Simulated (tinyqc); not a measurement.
Inside a calculation (part 1 of 2). Method: RKS/B3LYP (VWN-RPA form) in the sto-3g basis, for H2O, spin multiplicity 1. Computed by tinyqc, a small Python program that keeps every step (integrals from PySCF). Settings: charge = 0, multiplicity = 1, basis = sto-3g, energy threshold = 1e-10, iteration cap = 50, orthogonalisation = symmetric, start = random, DIIS depth = 0, method = RKS, functional = b3lyp, grid = [15, 50]. Command: `OMP_NUM_THREADS=1 python tinyqc.py 30669 30670 out.jsonl` (the two numbers bound the seeds that draw the settings). One thread of a shared host (Intel(R) Xeon(R) Processor @ 2.60GHz), about 1 s of CPU time with the checks. Later iterations appear only in the table of the cycle.

## One-electron integrals

Geometry (angstrom):
```
atom         x          y         z
O     0.000000   0.000000  0.000000
H     0.000000   0.659000  0.598000
H     0.000000  -0.659000  0.598000
```

Basis sto-3g: exponents (1/bohr^2) and contraction coefficients of normalised primitives:
```
element  l (shell)    exponent  coefficient
O            s (1)  130.709320     0.154329
O            s (1)   23.808861     0.535328
O            s (1)    6.443608     0.444635
O            s (2)    5.033151    -0.099967
O            s (2)    1.169596     0.399513
O            s (2)    0.380389     0.700115
O            p (3)    5.033151     0.155916
O            p (3)    1.169596     0.607684
O            p (3)    0.380389     0.391957
H            s (1)    3.425251     0.154329
H            s (1)    0.623914     0.535328
H            s (1)    0.168855     0.444635
```

Overlap, kinetic and nuclear-attraction integrals over the contracted functions; the nuclear repulsion is the sum of Za Zb / Rab.

nuclear repulsion = 9.91608970 hartree

overlap S, order 1O 1s, 1O 2s, 1O 2px, 1O 2py, 1O 2pz, 2H 1s, 3H 1s:
$$\begin{pmatrix}
1.000000 & 0.236704 & 0.000000 & 0.000000 & 0.000000 & 0.063267 & 0.063267 \\
0.236704 & 1.000000 & 0.000000 & 0.000000 & 0.000000 & 0.519953 & 0.519953 \\
0.000000 & 0.000000 & 1.000000 & 0.000000 & 0.000000 & 0.000000 & 0.000000 \\
0.000000 & 0.000000 & 0.000000 & 1.000000 & 0.000000 & 0.307835 & -0.307835 \\
0.000000 & 0.000000 & 0.000000 & 0.000000 & 1.000000 & 0.279341 & 0.279341 \\
0.063267 & 0.519953 & 0.000000 & 0.307835 & 0.279341 & 1.000000 & 0.330923 \\
0.063267 & 0.519953 & 0.000000 & -0.307835 & 0.279341 & 0.330923 & 1.000000
\end{pmatrix}$$

kinetic energy T (hartree), order 1O 1s, 1O 2s, 1O 2px, 1O 2py, 1O 2pz, 2H 1s, 3H 1s:
$$\begin{pmatrix}
29.003200 & -0.168011 & 0.000000 & 0.000000 & 0.000000 & 0.003211 & 0.003211 \\
-0.168011 & 0.808128 & 0.000000 & 0.000000 & 0.000000 & 0.163530 & 0.163530 \\
0.000000 & 0.000000 & 2.528731 & 0.000000 & 0.000000 & 0.000000 & 0.000000 \\
0.000000 & 0.000000 & 0.000000 & 2.528731 & 0.000000 & 0.250752 & -0.250752 \\
0.000000 & 0.000000 & 0.000000 & 0.000000 & 2.528731 & 0.227542 & 0.227542 \\
0.003211 & 0.163530 & 0.000000 & 0.250752 & 0.227542 & 0.760032 & 0.030888 \\
0.003211 & 0.163530 & 0.000000 & -0.250752 & 0.227542 & 0.030888 & 0.760032
\end{pmatrix}$$

nuclear attraction V (hartree), order 1O 1s, 1O 2s, 1O 2px, 1O 2py, 1O 2pz, 2H 1s, 3H 1s:
$$\begin{pmatrix}
-61.807779 & -7.464597 & 0.000000 & 0.000000 & -0.024140 & -2.058830 & -2.058830 \\
-7.464597 & -10.217378 & 0.000000 & 0.000000 & -0.275691 & -4.368502 & -4.368502 \\
0.000000 & 0.000000 & -10.046938 & 0.000000 & 0.000000 & 0.000000 & 0.000000 \\
0.000000 & 0.000000 & 0.000000 & -10.207265 & 0.000000 & -2.304174 & 2.304174 \\
-0.024140 & -0.275691 & 0.000000 & 0.000000 & -10.178958 & -2.197738 & -2.197738 \\
-2.058830 & -4.368502 & 0.000000 & -2.304174 & -2.197738 & -6.156710 & -2.199314 \\
-2.058830 & -4.368502 & 0.000000 & 2.304174 & -2.197738 & -2.199314 & -6.156710
\end{pmatrix}$$

core Hamiltonian H = T + V (hartree), order 1O 1s, 1O 2s, 1O 2px, 1O 2py, 1O 2pz, 2H 1s, 3H 1s:
$$\begin{pmatrix}
-32.804579 & -7.632608 & 0.000000 & 0.000000 & -0.024140 & -2.055619 & -2.055619 \\
-7.632608 & -9.409250 & 0.000000 & 0.000000 & -0.275691 & -4.204972 & -4.204972 \\
0.000000 & 0.000000 & -7.518207 & 0.000000 & 0.000000 & 0.000000 & 0.000000 \\
0.000000 & 0.000000 & 0.000000 & -7.678534 & 0.000000 & -2.053422 & 2.053422 \\
-0.024140 & -0.275691 & 0.000000 & 0.000000 & -7.650227 & -1.970197 & -1.970197 \\
-2.055619 & -4.204972 & 0.000000 & -2.053422 & -1.970197 & -5.396678 & -2.168427 \\
-2.055619 & -4.204972 & 0.000000 & 2.053422 & -1.970197 & -2.168427 & -5.396678
\end{pmatrix}$$

## Two-electron integrals

Functions are numbered as in S; the eight-fold symmetry (ij|kl) = (ji|kl) = (kl|ij) leaves the list below.

Two-electron integrals (ij|kl) in chemists' order, unique and non-zero (hartree):
```
(11|11) 4.785065    (21|11) 0.741380    (21|21) 0.136873    (22|11) 1.118947
(22|21) 0.256633    (22|22) 0.817206    (31|31) 0.024477    (32|31) 0.037809
(32|32) 0.180518    (33|11) 1.115814    (33|21) 0.256684    (33|22) 0.817023
(33|33) 0.880159    (41|41) 0.024477    (42|41) 0.037809    (42|42) 0.180518
(43|43) 0.047444    (44|11) 1.115814    (44|21) 0.256684    (44|22) 0.817023
(44|33) 0.785270    (44|44) 0.880159    (51|51) 0.024477    (52|51) 0.037809
(52|52) 0.180518    (53|53) 0.047444    (54|54) 0.047444    (55|11) 1.115814
(55|21) 0.256684    (55|22) 0.817023    (55|33) 0.785270    (55|44) 0.785270
(55|55) 0.880159    (61|11) 0.201783    (61|21) 0.036897    (61|22) 0.068599
(61|33) 0.068473    (61|41) 0.001241    (61|42) 0.002310    (61|44) 0.068685
(61|51) 0.001126    (61|52) 0.002096    (61|54) 0.000192    (61|55) 0.068647
(61|61) 0.010073    (62|11) 0.452492    (62|21) 0.104911    (62|22) 0.365424
(62|33) 0.359564    (62|41) 0.005757    (62|42) 0.042502    (62|44) 0.369022
(62|51) 0.005224    (62|52) 0.038567    (62|54) 0.008583    (62|55) 0.367352
(62|61) 0.028742    (62|62) 0.196104    (63|31) 0.011434    (63|32) 0.064872
(63|43) 0.009008    (63|53) 0.008174    (63|63) 0.029224    (64|11) 0.228791
(64|21) 0.053777    (64|22) 0.200146    (64|33) 0.190905    (64|41) 0.014053
(64|42) 0.087213    (64|44) 0.214126    (64|51) 0.002377    (64|52) 0.020273
(64|54) 0.012898    (64|55) 0.195192    (64|61) 0.015437    (64|62) 0.130489
(64|64) 0.115170    (65|11) 0.207614    (65|21) 0.048799    (65|22) 0.181620
(65|33) 0.173234    (65|41) 0.002377    (65|42) 0.020273    (65|44) 0.177958
(65|51) 0.013590    (65|52) 0.083268    (65|54) 0.013294    (65|55) 0.193472
(65|61) 0.014008    (65|62) 0.118411    (65|64) 0.077990    (65|65) 0.099995
(66|11) 0.565469    (66|21) 0.133220    (66|22) 0.528054    (66|33) 0.506557
(66|41) 0.010167    (66|42) 0.100433    (66|44) 0.541588    (66|51) 0.009226
(66|52) 0.091136    (66|54) 0.031788    (66|55) 0.535403    (66|61) 0.036893
(66|62) 0.344028    (66|64) 0.261855    (66|65) 0.237616    (66|66) 0.774606
(71|11) 0.201783    (71|21) 0.036897    (71|22) 0.068599    (71|33) 0.068473
(71|41) -0.001241   (71|42) -0.002310   (71|44) 0.068685    (71|51) 0.001126
(71|52) 0.002096    (71|54) -0.000192   (71|55) 0.068647    (71|61) 0.009939
(71|62) 0.027966    (71|64) 0.013617    (71|65) 0.013633    (71|66) 0.035460
(71|71) 0.010073    (72|11) 0.452492    (72|21) 0.104911    (72|22) 0.365424
(72|33) 0.359564    (72|41) -0.005757   (72|42) -0.042502   (72|44) 0.369022
(72|51) 0.005224    (72|52) 0.038567    (72|54) -0.008583   (72|55) 0.367352
(72|61) 0.027966    (72|62) 0.165833    (72|64) 0.074908    (72|65) 0.097681
(72|66) 0.247185    (72|71) 0.028742    (72|72) 0.196104    (73|31) 0.011434
(73|32) 0.064872    (73|43) -0.009008   (73|53) 0.008174    (73|63) 0.024122
(73|73) 0.029224    (74|11) -0.228791   (74|21) -0.053777   (74|22) -0.200146
(74|33) -0.190905   (74|41) 0.014053    (74|42) 0.087213    (74|44) -0.214126
(74|51) -0.002377   (74|52) -0.020273   (74|54) 0.012898    (74|55) -0.195192
(74|61) -0.013617   (74|62) -0.074908   (74|64) -0.009927   (74|65) -0.042985
(74|66) -0.095296   (74|71) -0.015437   (74|72) -0.130489   (74|74) 0.115170
(75|11) 0.207614    (75|21) 0.048799    (75|22) 0.181620    (75|33) 0.173234
(75|41) -0.002377   (75|42) -0.020273   (75|44) 0.177958    (75|51) 0.013590
(75|52) 0.083268    (75|54) -0.013294   (75|55) 0.193472    (75|61) 0.013633
(75|62) 0.097681    (75|64) 0.042985    (75|65) 0.080803    (75|66) 0.160923
(75|71) 0.014008    (75|72) 0.118411    (75|74) -0.077990   (75|75) 0.099995
(76|11) 0.216352    (76|21) 0.050628    (76|22) 0.191059    (76|33) 0.186403
(76|44) 0.189594    (76|51) 0.003992    (76|52) 0.034757    (76|55) 0.196979
(76|61) 0.013772    (76|62) 0.103095    (76|64) 0.058560    (76|65) 0.070010
(76|66) 0.187109    (76|71) 0.013772    (76|72) 0.103095    (76|74) -0.058560
(76|75) 0.070010    (76|76) 0.064821    (77|11) 0.565469    (77|21) 0.133220
(77|22) 0.528054    (77|33) 0.506557    (77|41) -0.010167   (77|42) -0.100433
(77|44) 0.541588    (77|51) 0.009226    (77|52) 0.091136    (77|54) -0.031788
(77|55) 0.535403    (77|61) 0.035460    (77|62) 0.247185    (77|64) 0.095296
(77|65) 0.160923    (77|66) 0.387047    (77|71) 0.036893    (77|72) 0.344028
(77|74) -0.261855   (77|75) 0.237616    (77|76) 0.187109    (77|77) 0.774606
```

## Orthogonalisation

S = U s U^T; symmetric (Loewdin) form X = U s^(-1/2) U^T, so that X^T S X = 1.

eigenvalues of S: [0.298007, 0.368811, 0.879462, 1.000000, 1.097897, 1.300266, 2.055557]

X, order 1O 1s, 1O 2s, 1O 2px, 1O 2py, 1O 2pz, 2H 1s, 3H 1s:
$$\begin{pmatrix}
1.024424 & -0.146697 & 0.000000 & 0.000000 & -0.012598 & 0.022838 & 0.022838 \\
-0.146697 & 1.304739 & 0.000000 & 0.000000 & 0.149064 & -0.336685 & -0.336685 \\
0.000000 & 0.000000 & 1.000000 & 0.000000 & 0.000000 & 0.000000 & 0.000000 \\
0.000000 & 0.000000 & 0.000000 & 1.125081 & 0.000000 & -0.254367 & 0.254367 \\
-0.012598 & 0.149064 & 0.000000 & 0.000000 & 1.078570 & -0.178013 & -0.178013 \\
0.022838 & -0.336685 & 0.000000 & -0.254367 & -0.178013 & 1.270409 & -0.128116 \\
0.022838 & -0.336685 & 0.000000 & 0.254367 & -0.178013 & -0.128116 & 1.270409
\end{pmatrix}$$

## Starting guess

The start is random orthonormal orbitals; D = 2 C_occ C_occ^T.

D at the start, order 1O 1s, 1O 2s, 1O 2px, 1O 2py, 1O 2pz, 2H 1s, 3H 1s:
$$\begin{pmatrix}
1.759072 & -0.766804 & 0.214365 & 0.022648 & 0.385364 & -0.463815 & 0.480771 \\
-0.766804 & 3.465965 & 0.323742 & -0.672632 & 0.536985 & -1.182354 & -1.159108 \\
0.214365 & 0.323742 & 1.695004 & 0.410496 & 0.023523 & -0.011319 & -0.476322 \\
0.022648 & -0.672632 & 0.410496 & 1.825221 & -0.714579 & -0.374634 & 1.999528 \\
0.385364 & 0.536985 & 0.023523 & -0.714579 & 1.366297 & 0.588499 & -0.731461 \\
-0.463815 & -1.182354 & -0.011319 & -0.374634 & 0.588499 & 1.744400 & -0.668577 \\
0.480771 & -1.159108 & -0.476322 & 1.999528 & -0.731461 & -0.668577 & 2.923874
\end{pmatrix}$$

## Iteration 1: exchange-correlation on the grid

Becke grid with 15 radial and 50 angular points per atom, points of zero weight dropped. rho = sum D_ij phi_i phi_j; V_xc,ij = sum w v_xc phi_i phi_j plus the gradient terms; v_xc is d(rho eps)/d rho at fixed gradient. Exact exchange is left to K.

The 12 grid points with the largest w rho, of 2232 (bohr, atomic units):
```
x                  y          z         w       rho  |grad rho|^2     eps_xc       v_xc
-0.636396  -0.636396   0.000000  0.080941  0.719301      2.839719  -0.601406  -0.747236
0.636396    0.000000   0.636396  0.081355  0.704830      2.761216  -0.598002  -0.742165
0.636396    0.636396   0.000000  0.080941  0.697196      2.458520  -0.594583  -0.740741
0.814081    0.271360   0.271360  0.073364  0.732587      2.652061  -0.603053  -0.753006
0.814081    0.271360  -0.271360  0.074092  0.717307      2.434248  -0.598645  -0.748411
0.519615    0.519615  -0.519615  0.077460  0.685174      2.182779  -0.590277  -0.737598
-0.814081  -0.271360   0.271360  0.073364  0.718828      2.575711  -0.599789  -0.748289
-0.636396   0.000000   0.636396  0.081355  0.640750      2.135738  -0.580315  -0.720414
0.814081   -0.271360   0.271360  0.073364  0.686108      2.776632  -0.594261  -0.734939
-0.519615  -0.519615   0.519615  0.066601  0.752841      3.645607  -0.612311  -0.756235
0.759312    0.759312  -0.759312  0.215929  0.227592      0.515856  -0.444193  -0.510663
1.189614    0.396538  -0.396538  0.206745  0.237414      0.557024  -0.449170  -0.517532
```

electrons on the grid, sum of w rho = 9.998011

E_xc = sum of w rho eps_xc = -6.92408972 hartree

V_xc (hartree), order 1O 1s, 1O 2s, 1O 2px, 1O 2py, 1O 2pz, 2H 1s, 3H 1s:
$$\begin{pmatrix}
-2.363121 & -0.328793 & -0.007243 & 0.003255 & -0.013593 & -0.090476 & -0.091119 \\
-0.328793 & -0.643424 & -0.012745 & 0.003646 & -0.030252 & -0.284397 & -0.284057 \\
-0.007243 & -0.012745 & -0.645321 & -0.020908 & 0.002193 & -0.006724 & 0.001115 \\
0.003255 & 0.003646 & -0.020908 & -0.631669 & 0.012989 & -0.153519 & 0.154835 \\
-0.013593 & -0.030252 & 0.002193 & 0.012989 & -0.636576 & -0.153761 & -0.154964 \\
-0.090476 & -0.284397 & -0.006724 & -0.153519 & -0.153761 & -0.442397 & -0.146042 \\
-0.091119 & -0.284057 & 0.001115 & 0.154835 & -0.154964 & -0.146042 & -0.448501
\end{pmatrix}$$

## Iteration 1: building the Kohn-Sham matrix

J_ij = sum D_kl (ij|kl), K_ij = sum D_kl (ik|jl); F = H + J - 0.1 K + V_xc; E = tr D H + tr D J / 2 - 0.05 tr D K + E_xc + E_nn.

Coulomb J (hartree), order 1O 1s, 1O 2s, 1O 2px, 1O 2py, 1O 2pz, 2H 1s, 3H 1s:
$$\begin{pmatrix}
15.703550 & 3.032872 & 0.023824 & -0.012414 & 0.057604 & 0.818696 & 0.820419 \\
3.032872 & 7.897953 & 0.069824 & -0.028988 & 0.301376 & 3.599011 & 3.619121 \\
0.023824 & 0.069824 & 7.876989 & 0.047329 & -0.005740 & 0.031043 & 0.011508 \\
-0.012414 & -0.028988 & 0.047329 & 7.892716 & -0.029051 & 1.959854 & -1.998140 \\
0.057604 & 0.301376 & -0.005740 & -0.029051 & 7.903711 & 1.910594 & 1.930626 \\
0.818696 & 3.599011 & 0.031043 & 1.959854 & 1.910594 & 5.437161 & 1.943082 \\
0.820419 & 3.619121 & 0.011508 & -1.998140 & 1.930626 & 1.943082 & 5.517899
\end{pmatrix}$$

exchange K (hartree), order 1O 1s, 1O 2s, 1O 2px, 1O 2py, 1O 2pz, 2H 1s, 3H 1s:
$$\begin{pmatrix}
7.735870 & 1.094022 & 0.300812 & -0.271227 & 0.511247 & 0.127500 & 0.491933 \\
1.094022 & 2.334902 & 0.179102 & -0.100671 & 0.423737 & 0.978108 & 1.132678 \\
0.300812 & 0.179102 & 2.009699 & 0.434786 & -0.068874 & 0.134525 & -0.180847 \\
-0.271227 & -0.100671 & 0.434786 & 1.485028 & -0.107148 & 0.457406 & -0.201513 \\
0.511247 & 0.423737 & -0.068874 & -0.107148 & 1.831157 & 0.813911 & 0.635088 \\
0.127500 & 0.978108 & 0.134525 & 0.457406 & 0.813911 & 1.333658 & 0.604187 \\
0.491933 & 1.132678 & -0.180847 & -0.201513 & 0.635088 & 0.604187 & 1.314571
\end{pmatrix}$$

Kohn-Sham matrix F (hartree), order 1O 1s, 1O 2s, 1O 2px, 1O 2py, 1O 2pz, 2H 1s, 3H 1s:
$$\begin{pmatrix}
-20.237737 & -5.037931 & -0.013501 & 0.017963 & -0.031253 & -1.340148 & -1.375512 \\
-5.037931 & -2.388212 & 0.039169 & -0.015275 & -0.046941 & -0.988168 & -0.983176 \\
-0.013501 & 0.039169 & -0.487509 & -0.017058 & 0.003341 & 0.010867 & 0.030708 \\
0.017963 & -0.015275 & -0.017058 & -0.565990 & -0.005348 & -0.292827 & 0.230269 \\
-0.031253 & -0.046941 & 0.003341 & -0.005348 & -0.566207 & -0.294755 & -0.258043 \\
-1.340148 & -0.988168 & 0.010867 & -0.292827 & -0.294755 & -0.535280 & -0.431806 \\
-1.375512 & -0.983176 & 0.030708 & 0.230269 & -0.258043 & -0.431806 & -0.458738
\end{pmatrix}$$

total energy of this density = -64.24006178 hartree

## Iteration 1: diagonalisation and new density

Diagonalise F' = X^T F X, C = X C', fill 5 alpha and 5 beta electrons from the bottom; D = 2 C_occ C_occ^T. Each column has its largest component positive (the first on a tie).

F' = X^T F X (hartree):
$$\begin{pmatrix}
-19.889559 & -2.545972 & -0.018669 & 0.012619 & -0.054025 & -0.241900 & -0.281981 \\
-2.545972 & -1.293389 & 0.039587 & -0.004774 & 0.116406 & -0.415151 & -0.428344 \\
-0.018669 & 0.039587 & -0.487509 & -0.014145 & 0.002211 & 0.000120 & 0.019190 \\
0.012619 & -0.004774 & -0.014145 & -0.425469 & 0.010132 & -0.284263 & 0.236152 \\
-0.054025 & 0.116406 & 0.002211 & 0.010132 & -0.464429 & -0.230986 & -0.191545 \\
-0.241900 & -0.415151 & 0.000120 & -0.284263 & -0.230986 & 0.018686 & -0.119062 \\
-0.281981 & -0.428344 & 0.019190 & 0.236152 & -0.191545 & -0.119062 & 0.085990
\end{pmatrix}$$

orbital energies (hartree): MO1 -20.241874, MO2 -1.210139, MO3 -0.617891, MO4 -0.582604, MO5 -0.481526, MO6 0.328734, MO7 0.349621

coefficients C, order 1O 1s, 1O 2s, 1O 2px, 1O 2py, 1O 2pz, 2H 1s, 3H 1s:
$$\begin{pmatrix}
0.996014 & -0.249956 & 0.034950 & 0.025510 & -0.016488 & 0.119693 & 0.034293 \\
0.019014 & 0.978880 & -0.207611 & -0.167689 & 0.060258 & -0.929942 & -0.273101 \\
0.000651 & -0.059406 & 0.125240 & -0.114997 & 0.983602 & -0.007615 & 0.005473 \\
-0.000155 & 0.030514 & 0.655161 & -0.537544 & -0.150652 & -0.252488 & 0.767884 \\
0.004310 & 0.052365 & 0.519465 & 0.721263 & 0.017105 & -0.657621 & -0.153258 \\
-0.006153 & 0.048207 & 0.300744 & 0.019691 & -0.020487 & 1.108220 & -0.720316 \\
-0.003669 & 0.033659 & -0.050577 & 0.197188 & 0.029247 & 0.575492 & 1.210780
\end{pmatrix}$$

D after iteration 1, order 1O 1s, 1O 2s, 1O 2px, 1O 2py, 1O 2pz, 2H 1s, 3H 1s:
$$\begin{pmatrix}
2.113330 & -0.476531 & 0.001448 & 0.007776 & 0.054952 & -0.013654 & -0.018574 \\
-0.476531 & 2.066842 & -0.011174 & -0.050179 & -0.352844 & -0.039806 & 0.024150 \\
0.001448 & -0.011174 & 1.999824 & -0.012251 & -0.008338 & 0.024764 & -0.004489 \\
0.007776 & -0.050179 & -0.012251 & 1.483633 & -0.096715 & 0.382019 & -0.285023 \\
0.054952 & -0.352844 & -0.008338 & -0.096715 & 1.586235 & 0.345151 & 0.236397 \\
-0.013654 & -0.039806 & 0.024764 & 0.382019 & 0.345151 & 0.187233 & -0.020564 \\
-0.018574 & 0.024150 & -0.004489 & -0.285023 & 0.236397 & -0.020564 & 0.086886
\end{pmatrix}$$

## Iteration 2: exchange-correlation on the grid

As before.

The 12 grid points with the largest w rho, of 2232 (bohr, atomic units):
```
x                  y          z         w       rho  |grad rho|^2     eps_xc       v_xc
0.636396    0.000000  -0.636396  0.082946  0.691797      2.159648  -0.591550  -0.740249
-0.636396   0.000000  -0.636396  0.082946  0.690942      2.156815  -0.591348  -0.739940
0.929964    0.000000  -0.929964  0.232025  0.233935      0.519005  -0.446224  -0.515401
-0.929964   0.000000  -0.929964  0.232025  0.233501      0.517526  -0.446018  -0.515093
0.000000    0.636396  -0.636396  0.082893  0.649212      1.897553  -0.580421  -0.725222
0.636396   -0.636396   0.000000  0.080941  0.652247      1.824780  -0.580563  -0.726873
-0.636396  -0.636396   0.000000  0.080941  0.650029      1.812036  -0.579970  -0.726075
-0.636396   0.636396   0.000000  0.080941  0.643739      1.761486  -0.578171  -0.723897
-0.519615   0.519615  -0.519615  0.077460  0.670684      2.026667  -0.586086  -0.732884
0.519615    0.519615  -0.519615  0.077460  0.667503      2.004613  -0.585236  -0.731775
0.636396    0.636396   0.000000  0.080941  0.637228      1.711815  -0.576310  -0.721616
-0.814081   0.271360  -0.271360  0.074092  0.694063      2.162351  -0.592055  -0.741095
```

electrons on the grid, sum of w rho = 9.998775

E_xc = sum of w rho eps_xc = -7.95451356 hartree

V_xc (hartree), order 1O 1s, 1O 2s, 1O 2px, 1O 2py, 1O 2pz, 2H 1s, 3H 1s:
$$\begin{pmatrix}
-2.516531 & -0.350269 & 0.000043 & 0.000170 & 0.001246 & -0.095903 & -0.095963 \\
-0.350269 & -0.674134 & 0.000223 & -0.000242 & 0.000496 & -0.285501 & -0.283196 \\
0.000043 & 0.000223 & -0.672343 & 0.000282 & 0.000206 & 0.000078 & 0.000057 \\
0.000170 & -0.000242 & 0.000282 & -0.666673 & 0.001682 & -0.152719 & 0.149645 \\
0.001246 & 0.000496 & 0.000206 & 0.001682 & -0.667507 & -0.139126 & -0.136914 \\
-0.095903 & -0.285501 & 0.000078 & -0.152719 & -0.139126 & -0.380669 & -0.135488 \\
-0.095963 & -0.283196 & 0.000057 & 0.149645 & -0.136914 & -0.135488 & -0.363909
\end{pmatrix}$$
